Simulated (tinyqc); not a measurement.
RKS/PBE in the sto-3g basis, for HF, spin multiplicity 1, step by step. One step of it, computed by the program tinyqc.

Question. Iteration 2: building the Kohn-Sham matrix. J_ij = sum D_kl (ij|kl); F = H + J + V_xc; E = tr D H + tr D J / 2 + E_xc + E_nn.

D after iteration 1:
```
            1F 1s      1F 2s    1F 2px    1F 2py     1F 2pz      2H 1s
1F 1s    2.125755  -0.540341  0.000000  0.000000  -0.026232   0.050866
1F 2s   -0.540341   2.312470  0.000000  0.000000   0.142826  -0.201360
1F 2px   0.000000   0.000000  2.000000  0.000000   0.000000   0.000000
1F 2py   0.000000   0.000000  0.000000  2.000000   0.000000   0.000000
1F 2pz  -0.026232   0.142826  0.000000  0.000000   2.105918  -0.154041
2H 1s    0.050866  -0.201360  0.000000  0.000000  -0.154041   0.027105
```

core Hamiltonian H = T + V (hartree):
```
             1F 1s       1F 2s     1F 2px     1F 2py     1F 2pz      2H 1s
1F 1s   -40.660270   -9.540853   0.000000   0.000000  -0.018247  -2.434288
1F 2s    -9.540853  -11.129333   0.000000   0.000000  -0.211670  -4.739427
1F 2px    0.000000    0.000000  -8.777820   0.000000   0.000000   0.000000
1F 2py    0.000000    0.000000   0.000000  -8.777820   0.000000   0.000000
1F 2pz   -0.018247   -0.211670   0.000000   0.000000  -8.923878  -2.934852
2H 1s    -2.434288   -4.739427   0.000000   0.000000  -2.934852  -5.845841
```

Two-electron integrals (ij|kl) in chemists' order, unique and non-zero (hartree):
```
(11|11) 5.403501   (21|11) 0.841920   (21|21) 0.156299   (22|11) 1.268028
(22|21) 0.292344   (22|22) 0.926167   (31|31) 0.027998   (32|31) 0.043169
(32|32) 0.204588   (33|11) 1.264502   (33|21) 0.292403   (33|22) 0.925959
(33|33) 0.997514   (41|41) 0.027998   (42|41) 0.043169   (42|42) 0.204588
(43|43) 0.053770   (44|11) 1.264502   (44|21) 0.292403   (44|22) 0.925959
(44|33) 0.889973   (44|44) 0.997514   (51|51) 0.027998   (52|51) 0.043169
(52|52) 0.204588   (53|53) 0.053770   (54|54) 0.053770   (55|11) 1.264502
(55|21) 0.292403   (55|22) 0.925959   (55|33) 0.889973   (55|44) 0.889973
(55|55) 0.997514   (61|11) 0.217323   (61|21) 0.039946   (61|22) 0.074050
(61|33) 0.073946   (61|44) 0.073946   (61|51) 0.001589   (61|52) 0.002960
(61|55) 0.074269   (61|61) 0.010310   (62|11) 0.491729   (62|21) 0.114640
(62|22) 0.398532   (62|33) 0.393152   (62|44) 0.393152   (62|51) 0.007637
(62|52) 0.056937   (62|55) 0.408925   (62|61) 0.029605   (62|62) 0.202028
(63|31) 0.012694   (63|32) 0.072568   (63|53) 0.012282   (63|63) 0.031726
(64|41) 0.012694   (64|42) 0.072568   (64|54) 0.012282   (64|64) 0.031726
(65|11) 0.307772   (65|21) 0.072760   (65|22) 0.271079   (65|33) 0.259058
(65|44) 0.259058   (65|51) 0.017032   (65|52) 0.110215   (65|55) 0.294826
(65|61) 0.019671   (65|62) 0.168385   (65|65) 0.171392   (66|11) 0.596628
(66|21) 0.141354   (66|22) 0.561098   (66|33) 0.541299   (66|44) 0.541299
(66|51) 0.013283   (66|52) 0.133763   (66|55) 0.600046   (66|61) 0.036825
(66|62) 0.344443   (66|65) 0.333594   (66|66) 0.774606
```

nuclear repulsion = 5.71740084 hartree

V_xc (hartree):
```
            1F 1s      1F 2s     1F 2px     1F 2py     1F 2pz      2H 1s
1F 1s   -3.497440  -0.488831   0.000000   0.000000  -0.001746  -0.127389
1F 2s   -0.488831  -0.950765   0.000000   0.000000  -0.000912  -0.367434
1F 2px   0.000000   0.000000  -0.945679   0.000000   0.000000   0.000000
1F 2py   0.000000   0.000000   0.000000  -0.945679   0.000000   0.000000
1F 2pz  -0.001746  -0.000912   0.000000   0.000000  -0.941713  -0.228313
2H 1s   -0.127389  -0.367434   0.000000   0.000000  -0.228313  -0.365617
```

E_xc = sum of w rho eps_xc = -11.38781130 hartree

Give: Coulomb J; Kohn-Sham matrix F; total energy of this density.

Answer.

Coulomb J (hartree):
```
          1F 1s   1F 2s  1F 2px  1F 2py  1F 2pz   2H 1s
1F 1s   20.9753  4.0215  0.0000  0.0000  0.0031  1.0271
1F 2s    4.0215  9.9539  0.0000  0.0000  0.0032  4.1717
1F 2px   0.0000  0.0000  9.9465  0.0000  0.0000  0.0000
1F 2py   0.0000  0.0000  0.0000  9.9465  0.0000  0.0000
1F 2pz   0.0031  0.0032  0.0000  0.0000  9.9422  2.7806
2H 1s    1.0271  4.1717  0.0000  0.0000  2.7806  5.6627
```

Kohn-Sham matrix F (hartree):
```
           1F 1s    1F 2s  1F 2px  1F 2py   1F 2pz    2H 1s
1F 1s   -23.1824  -6.0081  0.0000  0.0000  -0.0169  -1.5346
1F 2s    -6.0081  -2.1262  0.0000  0.0000  -0.2094  -0.9351
1F 2px    0.0000   0.0000  0.2230  0.0000   0.0000   0.0000
1F 2py    0.0000   0.0000  0.0000  0.2230   0.0000   0.0000
1F 2pz   -0.0169  -0.2094  0.0000  0.0000   0.0766  -0.3826
2H 1s    -1.5346  -0.9351  0.0000  0.0000  -0.3826  -0.5488
```

total energy of this density = -98.233849 hartree
